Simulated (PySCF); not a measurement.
How the method moves the HOMO and LUMO of 1-fluorobutane

1-fluorobutane, C4H9F.
Cartesian coordinates in Å at the PBE0-D3(BJ)/def2-SVP level; atoms count from 1:
```xyz
14
C4H9F angstrom
C     -1.9501   -0.0526   -0.0949
C     -0.5512   -0.2135    0.4769
C      0.5481    0.1553   -0.5098
C      1.9379    0.0496    0.0705
F      2.0758    0.8996    1.1443
H     -2.0977   -0.6881   -0.9832
H     -2.1378    0.9888   -0.4022
H     -2.7217   -0.3253    0.6406
H     -0.4357    0.4125    1.3765
H     -0.4013   -1.2555    0.8121
H      0.4964   -0.4937   -1.4021
H      0.3953    1.1879   -0.8699
H      2.7025    0.3148   -0.6799
H      2.1419   -0.9783    0.4210
```

Basis pcSseg-1 throughout (PySCF), one geometry. One conformer (not necessarily the lowest) at the PBE0-D3(BJ)/def2-SVP geometry, without solvent, vibrations or thermal averaging.

Question: How do the orbital energies, the gap and the dipole change with the method?

Answer: 
| method | kind | HOMO (eV) | LUMO (eV) | gap (eV) | μ (D) | SCF cycles |
| --- | --- | --- | --- | --- | --- | --- |
| B97-2 | global hybrid | -8.80 | 1.58 | 10.39 | 1.75 | 12 |
| PBE0 | global hybrid | -9.06 | 1.55 | 10.61 | 1.76 | 12 |
| mPW1PW91 | global hybrid | -9.11 | 1.58 | 10.69 | 1.77 | 12 |
| CAM-B3LYP | range-separated hybrid | -10.51 | 2.37 | 12.88 | 1.78 | 12 |
| BHandHLYP | global hybrid | -10.54 | 2.21 | 12.75 | 1.87 | 12 |
| wB97X-D | range-separated hybrid | -10.99 | 3.39 | 14.38 | 1.80 | 12 |
| LC-wPBE | range-separated hybrid | -11.84 | 3.74 | 15.58 | 1.80 | 13 |

The HOMO spans 3.04 eV, from B97-2 down to LC-wPBE, and the gap runs from 10.39 eV (B97-2) to 15.58 eV (LC-wPBE). Over the methods B97-2 (21 %), PBE0 (25 %), mPW1PW91 (25 %), BHandHLYP (50 %), a straight line through the gap against the share of exact exchange rises by 0.83 eV for each 10 % (correlation coefficient 0.999). The dipole ranges from 1.75 D (B97-2) to 1.87 D (BHandHLYP). This basis has no diffuse functions.

The vertical ΔSCF ionisation energy at CAM-B3LYP/def2-SVPD is 11.52 eV; −ε(HOMO) comes closest to it with LC-wPBE (11.84 eV).
